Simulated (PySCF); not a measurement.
# Two attempts at CH4Si (SMILES C[SiH])

Aim: a single-point energy of CH4Si at QCISD(T)/6-311+G**.

Program for the calculation: PySCF 2.14.0.

8 further runs of the same task are left out: 1 that didn't finish, 7 set aside as unsound or not needed.

### Step 1. The structure to begin with

CH4Si: 6 atoms, total charge 0, spin state singlet. As SMILES, `C[SiH]`. The coordinates come from a PBE0-D4/def2-TZVP relaxation.

Bond lengths: C1–Si2 1.892 Å, C1–H3 1.098 Å, C1–H4 1.091 Å, C1–H5 1.098 Å, Si2–H6 1.531 Å. Angles: C1–Si2–H6 94.2°, Si2–C1–H3 109.7°, Si2–C1–H4 113.8°, Si2–C1–H5 109.5°, H3–C1–H4 109.0°, H3–C1–H5 105.5°, H4–C1–H5 109.0°.

### Step 2. First attempt

File job.py:

```python
from pyscf import gto, cc

mol = gto.M(
    atom='''
C       -0.093500      -0.366000      -0.370300
Si       0.917300       0.209800       1.122300
H       -1.156900      -0.410100      -0.102200
H        0.215000      -1.335600      -0.763000
H       -0.024000       0.382000      -1.170800
H        0.917300       0.209800       1.122300
''',
    verbose=4,
    max_memory=1860,
    spin=0,
    basis='6-311+g**',
)

calc0 = mol.RHF()
calc0.max_cycle = 79
calc0.kernel()

mycc = cc.QCISD(calc0, frozen=6)
mycc.kernel()
e_t = mycc.qcisd_t()
e_final = mycc.e_tot + e_t
print('Final energy', e_final)
```

On the command line:

```sh
$ OMP_NUM_THREADS=1 python job.py
```

Output:

```text
PySCF version 2.14.0

[INPUT] num. atoms = 6
[INPUT] num. electrons = 24
[INPUT] charge = 0
[INPUT] spin (= nelec alpha-beta = 2S) = 0
[INPUT] symmetry False subgroup None
[INPUT] Mole.unit = angstrom
[INPUT] Symbol           X                Y                Z      unit          X                Y                Z       unit  Magmom
[INPUT]  1 C     -0.093500000000  -0.366000000000  -0.370300000000 AA   -0.176689392647  -0.691639761591  -0.699765583926 Bohr   0.0
[INPUT]  2 Si     0.917300000000   0.209800000000   1.122300000000 AA    1.733445774064   0.396464540934   2.120839629599 Bohr   0.0
[INPUT]  3 H     -1.156900000000  -0.410100000000  -0.102200000000 AA   -2.186224153509  -0.774976683684  -0.193130009931 Bohr   0.0
[INPUT]  4 H      0.215000000000  -1.335600000000  -0.763000000000 AA    0.406291116781  -2.523918211969  -1.441861033043 Bohr   0.0
[INPUT]  5 H     -0.024000000000   0.382000000000  -1.170800000000 AA   -0.045353426990   0.721875379584  -2.212491346641 Bohr   0.0
[INPUT]  6 H      0.917300000000   0.209800000000   1.122300000000 AA    1.733445774064   0.396464540934   2.120839629599 Bohr   0.0

WARN: Atoms [1 5] have the same coordinates

WARN: Atoms [5 1] have the same coordinates

RuntimeError: Ill geometry
```

Wall time 0.44 s (1 thread of Arm Neoverse V2, shared host); peak memory 0.097 GiB.

### Step 3. What went wrong

The input was rejected.

The log says `RuntimeError: Ill geometry`. Cause: two atoms lie on top of or far too near each other. As the program read them, the closest atoms are 0.00 Å apart, against 1.09 Å in the sound input.

### Step 4. Second attempt

File run.py:

```python
from pyscf import gto, cc

mol = gto.M(
    atom='''
C     -0.176689    -0.691640    -0.699766
Si     1.733446     0.396465     2.120840
H     -2.186224    -0.774977    -0.193130
H      0.406291    -2.523918    -1.441861
H     -0.045353     0.721875    -2.212491
H      0.268719     2.872384     2.426408
''',
    basis='6-311+g**',
    unit='bohr',
    spin=0,
    max_memory=1860,
    verbose=4,
)

mf = mol.RHF()
mf.kernel()

mycc = cc.QCISD(mf, frozen=6)
mycc.kernel()
e_t = mycc.qcisd_t()
energy = mycc.e_tot + e_t
print('Final energy', energy)
```

On the command line:

```sh
$ OMP_NUM_THREADS=1 python run.py
```

Output:

```text
PySCF version 2.14.0

[INPUT] num. atoms = 6
[INPUT] num. electrons = 24
[INPUT] charge = 0
[INPUT] spin (= nelec alpha-beta = 2S) = 0
[INPUT] symmetry False subgroup None
[INPUT] Mole.unit = bohr
[INPUT] Symbol           X                Y                Z      unit          X                Y                Z       unit  Magmom
[INPUT]  1 C     -0.093499792220  -0.366000126161  -0.370300220177 AA   -0.176689000000  -0.691640000000  -0.699766000000 Bohr   0.0
[INPUT]  2 Si     0.917300119560   0.209800242927   1.122300196008 AA    1.733446000000   0.396465000000   2.120840000000 Bohr   0.0
[INPUT]  3 H     -1.156899918766  -0.410100167387  -0.102199994745 AA   -2.186224000000  -0.774977000000  -0.193130000000 Bohr   0.0
[INPUT]  4 H      0.214999938202  -1.335599887831  -0.762999982514 AA    0.406291000000  -2.523918000000  -1.441861000000 Bohr   0.0
[INPUT]  5 H     -0.023999774047   0.381999799133  -1.170799816566 AA   -0.045353000000   0.721875000000  -2.212491000000 Bohr   0.0
[INPUT]  6 H      0.142199970941   1.520000153811   1.283999817994 AA    0.268719000000   2.872384000000   2.426408000000 Bohr   0.0

nuclear repulsion = 48.6036898716058
number of shells = 40
number of NR pGTOs = 116
number of NR cGTOs = 76
basis = 6-311+g**
ecp = {}

******** <class 'pyscf.scf.hf.RHF'> ********
method = RHF
initial guess = minao
damping factor = 0
level_shift factor = 0
DIIS = <class 'pyscf.scf.diis.CDIIS'>
diis_start_cycle = 1
diis_space = 8
diis_damp = 0
SCF conv_tol = 1e-09
SCF conv_tol_grad = None
SCF max_cycles = 50
direct_scf = True
direct_scf_tol = 1e-13
Set gradient conv threshold to 3.16228e-05
Initial guess from minao.
init E= -328.916743035826
  HOMO = -0.192158109155722  LUMO = -0.054775576149361  gap/eV = 3.73837
cycle= 1 E= -329.060771956361  delta_E= -0.144  |g|= 0.215  |ddm|= 1.73
  HOMO = -0.328628189785626  LUMO = 0.00318560158318982  gap/eV = 9.02911
cycle= 2 E= -329.078597844393  delta_E= -0.0178  |g|= 0.0593  |ddm|= 0.333
  HOMO = -0.317158877803096  LUMO = 0.0157163615413013  gap/eV = 9.05800
cycle= 3 E= -329.080207950893  delta_E= -0.00161  |g|= 0.019  |ddm|= 0.0999
  HOMO = -0.318352337758249  LUMO = 0.0153639372738668  gap/eV = 9.08088
cycle= 4 E= -329.080365542788  delta_E= -0.000158  |g|= 0.00357  |ddm|= 0.0369
  HOMO = -0.319049006333527  LUMO = 0.0148266576792888  gap/eV = 9.08522
cycle= 5 E= -329.080376593654  delta_E= -1.11e-05  |g|= 0.00118  |ddm|= 0.0118
  HOMO = -0.318899063872134  LUMO = 0.01491006366586  gap/eV = 9.08341
cycle= 6 E= -329.080377523493  delta_E= -9.3e-07  |g|= 0.000387  |ddm|= 0.00328
  HOMO = -0.318870665039068  LUMO = 0.0149254686316634  gap/eV = 9.08306
cycle= 7 E= -329.080377640259  delta_E= -1.17e-07  |g|= 6.51e-05  |ddm|= 0.00149
  HOMO = -0.318873343107084  LUMO = 0.0149182520880951  gap/eV = 9.08293
cycle= 8 E= -329.080377644473  delta_E= -4.21e-09  |g|= 1.36e-05  |ddm|= 0.000309
  HOMO = -0.318870920558018  LUMO = 0.0149188841656008  gap/eV = 9.08288
cycle= 9 E= -329.080377644662  delta_E= -1.88e-10  |g|= 3.04e-06  |ddm|= 5.11e-05
  HOMO = -0.318870980443764  LUMO = 0.0149187045297732  gap/eV = 9.08288
Extra cycle  E= -329.080377644668  delta_E= -6.37e-12  |g|= 1.27e-06  |ddm|= 6.29e-06
converged SCF energy = -329.080377644668

******** <class 'pyscf.cc.qcisd.QCISD'> ********
QCISD nocc = 6, nmo = 70
frozen orbitals 6
max_cycle = 50
direct = 0
conv_tol = 1e-07
conv_tol_normt = 1e-05
diis_space = 6
diis_start_cycle = 0
diis_start_energy_diff = 1e+09
Init t2, MP2 energy = -329.322119669348  E_corr(MP2) -0.24174202467998
Init E_corr(QCISD) = -0.241742024680945
cycle = 1  E_corr(QCISD) = -0.266686163553842  dE = -0.0249441389  norm(t1,t2) = 0.0520153
cycle = 2  E_corr(QCISD) = -0.274893239831108  dE = -0.00820707628  norm(t1,t2) = 0.0217512
cycle = 3  E_corr(QCISD) = -0.279046176241147  dE = -0.00415293641  norm(t1,t2) = 0.0114237
cycle = 4  E_corr(QCISD) = -0.279375837463984  dE = -0.000329661223  norm(t1,t2) = 0.00328498
cycle = 5  E_corr(QCISD) = -0.279106502920177  dE = 0.000269334544  norm(t1,t2) = 0.00141338
cycle = 6  E_corr(QCISD) = -0.279097502679385  dE = 9.00024079e-06  norm(t1,t2) = 0.000363768
cycle = 7  E_corr(QCISD) = -0.279110706037678  dE = -1.32033583e-05  norm(t1,t2) = 0.000128785
cycle = 8  E_corr(QCISD) = -0.279109186549307  dE = 1.51948837e-06  norm(t1,t2) = 4.0863e-05
cycle = 9  E_corr(QCISD) = -0.279108576487687  dE = 6.1006162e-07  norm(t1,t2) = 1.68311e-05
cycle = 10  E_corr(QCISD) = -0.279108442835442  dE = 1.33652245e-07  norm(t1,t2) = 5.07113e-06
cycle = 11  E_corr(QCISD) = -0.279108278576895  dE = 1.64258547e-07  norm(t1,t2) = 2.1536e-06
cycle = 12  E_corr(QCISD) = -0.279108218439259  dE = 6.01376359e-08  norm(t1,t2) = 8.38061e-07
QCISD converged
E(QCISD) = -329.3594858631072  E_corr = -0.2791082184392589
QCISD(T) correction = -0.00796922581002059
Final energy -329.3674550889172
```

It took 6 s on 1 thread of Arm Neoverse V2, shared host; peak memory 0.27 GiB.

### Step 5. What came out

Level: QCISD(T)/6-311+G**.

| quantity | value |
| --- | --- |
| total energy | -329.36746 Eh |
| dipole moment (Hartree–Fock density) | 1.11 D |
| HOMO energy (Hartree–Fock orbitals) | -8.68 eV |
| LUMO energy (Hartree–Fock orbitals) | 0.41 eV |
| HOMO–LUMO gap (Hartree–Fock orbitals) | 9.08 eV |
| correlation energy (6 core orbitals frozen) | -287.1 mEh |
| (T) correction | -7.97 mEh |
| T1 diagnostic | 0.013 |

In words: The triples make up 2.8 % of the correlation energy.
